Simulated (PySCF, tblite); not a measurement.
Scan of H3P, singlet: map of symmetric stretch and umbrella angle. Scanned: P-H bond length and angle between the P-H bonds and the threefold axis (90 = planar).

- GFN2-xTB, 300 K electronic temperature (tblite)
- RHF/cc-pVDZ (PySCF)
- B3LYP/cc-pVDZ (PySCF)
- M06-2X/cc-pVDZ (PySCF)
- MP2 on RHF/cc-pVDZ, 5 core orbitals frozen (PySCF)
- CCSD on RHF/cc-pVDZ, 5 core orbitals frozen (PySCF)
- CCSD(T) on RHF/cc-pVDZ, 5 core orbitals frozen (PySCF)

Energies in kJ/mol at chosen points (x: P-H bond length (Å); y: angle between the P-H bonds and the threefold axis (90 = planar) (°)), relative to x = 1.45, y = 122:

```json
[
 {"method": "GFN2-xTB", "(1.71, 114)": "173.6", "(1.58, 90)": "295.4", "(1.38, 106)": "80.2", "(1.32, 118)": "12.1", "(1.38, 90)": "170.5", "(1.64, 98)": "288.2", "(1.64, 122)": "96.0"},
 {"method": "RHF", "(1.71, 114)": "213.7", "(1.58, 90)": "269.0", "(1.38, 106)": "70.2", "(1.32, 118)": "36.4", "(1.38, 90)": "153.0", "(1.64, 98)": "291.3", "(1.64, 122)": "115.4"},
 {"method": "B3LYP", "(1.71, 114)": "177.5", "(1.58, 90)": "238.8", "(1.38, 106)": "77.8", "(1.32, 118)": "49.8", "(1.38, 90)": "147.8", "(1.64, 98)": "257.4", "(1.64, 122)": "89.4"},
 {"method": "M06-2X", "(1.71, 114)": "193.6", "(1.58, 90)": "246.3", "(1.38, 106)": "74.4", "(1.32, 118)": "44.0", "(1.38, 90)": "146.0", "(1.64, 98)": "268.0", "(1.64, 122)": "100.2"},
 {"method": "MP2", "(1.71, 114)": "202.7", "(1.58, 90)": "254.6", "(1.38, 106)": "73.9", "(1.32, 118)": "41.8", "(1.38, 90)": "147.1", "(1.64, 98)": "277.6", "(1.64, 122)": "106.5"},
 {"method": "CCSD", "(1.71, 114)": "188.6", "(1.58, 90)": "252.1", "(1.38, 106)": "77.4", "(1.32, 118)": "45.9", "(1.38, 90)": "151.9", "(1.64, 98)": "269.9", "(1.64, 122)": "97.5"},
 {"method": "CCSD(T)", "(1.71, 114)": "185.0", "(1.58, 90)": "250.5", "(1.38, 106)": "78.4", "(1.32, 118)": "47.1", "(1.38, 90)": "152.5", "(1.64, 98)": "267.2", "(1.64, 122)": "95.0"}
]
```
